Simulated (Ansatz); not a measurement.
What each rung costs and misses: atomization of CH$_{4}$, singlet

Geometry (MP2(full)/6-31G*, from the G2/97 set):

| atom | x (Å) | y (Å) | z (Å) |
| --- | --- | --- | --- |
| C | 0.0000 | 0.0000 | 0.0000 |
| H | 0.6291 | 0.6291 | 0.6291 |
| H | -0.6291 | -0.6291 | 0.6291 |
| H | 0.6291 | -0.6291 | -0.6291 |
| H | -0.6291 | 0.6291 | -0.6291 |

Measured, as an electronic atomization energy: 1758.0 kJ/mol (G2/97 heats of formation of molecule and atoms, with zero-point and thermal terms from B3LYP taken off; Curtiss et al., J. Chem. Phys. 106, 1063 (1997), Staroverov et al., J. Chem. Phys. 119, 12129 (2003)). The measured value holds scalar relativity and spin–orbit coupling, which all computed ones lack, and core correlation, which the wave-function levels lack. Atoms are taken at the same level; beside RHF, RMP2 and RCC rows they are unrestricted. The atoms' steps beyond CCSDT(Q) are taken from restricted open-shell runs, which share full CI's core. Ansatz 0.2.0; the 6-31G* set has Cartesian d functions; a miss is computed less measured; times are wall times on shared hosts and scatter by a factor of two or so. A small miss in a small set is a cancellation of the method's error against the basis error.

| level | basis | miss (kJ/mol) | time of the run | hardware |
| --- | --- | --- | --- | --- |
| CISD | STO-3G | 127.0 | 0.1 s | 1 CPU thread |
| RHF | 6-31G* | -389.4 | 0.18 s | 1 CPU thread |
| CISD | 6-31G | -219.4 | 0.21 s | 1 CPU thread |
| BHLYP | STO-3G | 346.2 | 0.21 s | 1 CPU thread |
| RCCSD(T) | cc-pVDZ | -104.9 | 0.22 s | 1 CPU thread |
| PBE | STO-3G | 402.0 | 0.22 s | 1 CPU thread |
| RPA-PBE | STO-3G | 128.6 | 0.22 s | 1 CPU thread |
| BCCD(T) | 6-31G | -204.5 | 0.22 s | 1 CPU thread |
| B2PLYP | STO-3G | 291.4 | 0.22 s | 1 CPU thread |
| PBE | 6-31G* | 5.6 | 0.24 s | 1 CPU thread |
| RPA-PBE | 6-31G | -243.0 | 0.31 s | 1 CPU thread |
| RPA-PBE | 6-31G* | -168.2 | 0.34 s | 1 CPU thread |
| SPW92 | cc-pVTZ | 175.5 | 0.34 s | 1 CPU thread |
| PBE0 | cc-pVDZ | -32.9 | 0.36 s | 1 CPU thread |
| RPA-PBE | cc-pVDZ | -142.8 | 0.37 s | 1 CPU thread |
| r2SCAN | 6-31G | -17.0 | 0.4 s | 1 CPU thread |
| CISD | 6-31G* | -176.0 | 0.46 s | 1 CPU thread |
| PBE | cc-pVTZ | 0.8 | 0.48 s | 1 CPU thread |
| CISD | cc-pVDZ | -132.1 | 0.73 s | 1 CPU thread |
| CISDTQ | 6-31G | -204.6 | 0.76 s | 1 CPU thread |
| B2PLYP | cc-pVTZ | -10.5 | 0.76 s | 1 CPU thread |
| wB97M-V | cc-pVDZ | -12.3 | 0.79 s | 1 CPU thread |
| r2SCAN0 | cc-pVTZ | -12.4 | 0.83 s | 1 CPU thread |
| r2SCAN | cc-pVQZ | -2.8 | 1.1 s | H100 + 5 CPU threads |
| BHLYP | cc-pVQZ | -22.3 | 1.1 s | H100 + 5 CPU threads |
| PBE0 | cc-pVQZ | -9.0 | 1.1 s | H100 + 5 CPU threads |
| B3LYP | cc-pVQZ | 5.0 | 1.1 s | H100 + 5 CPU threads |
| wB97X-V | cc-pVTZ | -4.4 | 1.4 s | 1 CPU thread |
| wB97M-V | cc-pVQZ | 0.1 | 1.4 s | H100 + 5 CPU threads |
| B2PLYP | cc-pVQZ | -4.2 | 1.4 s | H100 + 5 CPU threads |
| CISDTQ | cc-pVDZ | -105.3 | 1.7 s | H100 + 5 CPU threads |
| BCCD(T) | cc-pVQZ | -12.9 | 1.7 s | H100 + 5 CPU threads |
| NEVPT2 (valence space) | 6-31G* | -171.8 | 1.8 s | 1 CPU thread |
| RCCSD(T) | cc-pVQZ | -13.2 | 1.9 s | H100 + 5 CPU threads |
| NEVPT2 (valence space) | cc-pVDZ | -139.3 | 1.9 s | 1 CPU thread |
| RCCSDTQ | 6-31G | -204.2 | 2.1 s | 1 CPU thread |
| NEVPT4(SD) (valence space) | 6-31G* | -159.7 | 2.3 s | 1 CPU thread |
| RCCSD(T) | cc-pVTZ | -30.2 | 4.3 s (with forces) | 1 CPU thread |
| RCCSDTQ | 6-31G* | -155.6 | 5.5 s | 1 CPU thread |
| full CI | cc-pVDZ | -104.3 | 12 s | H100 + 5 CPU threads |

HF's time is that of a plain UHF run.

The smallest set from which on each level stays within 1 kcal/mol of its own cc-pVQZ value (sets in order of size: STO-3G, 6-31G, 6-31G*, cc-pVDZ, cc-pVTZ, cc-pVQZ): RHF cc-pVTZ; PBE cc-pVTZ; r2SCAN cc-pVTZ; B3LYP cc-pVTZ; wB97M-V cc-pVTZ; B2PLYP none (cc-pVTZ is 1.5 kcal/mol off); RMP2 none (cc-pVTZ is 4.5 kcal/mol off); RCCSD(T) none (cc-pVTZ is 4.1 kcal/mol off).
